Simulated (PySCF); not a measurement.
hydroxide (HO), SMILES [OH-], charge -1. Atoms are numbered in the order given.

```xyz
2

O      0.0000     0.0000    -0.1071
H      0.0000     0.0000     0.8564
```
Charge -1, spin multiplicity 1.

Coordinates come from a PBE0-D3(BJ)/def2-TZVPD optimisation.

The numbers are results of PBE/pcSseg-2 (PySCF), not measurements.

GIAO shieldings, no solvent; atoms alike by connectivity are averaged. δ = σ(ref) − σ: ¹⁷O against H2O (σ = 327.5 ppm); ¹H against TMS (σ = 31.47 ppm), references at their B3LYP-D3(BJ)/def2-TZVP geometries, non-relativistic.

Computed chemical shifts:
| nucleus | atoms | count | δ (ppm) |
|---|---|---|---|
| ¹⁷O | O1 | 1 | -39.9 |
| ¹H | H2 | 1 | -5.89 |
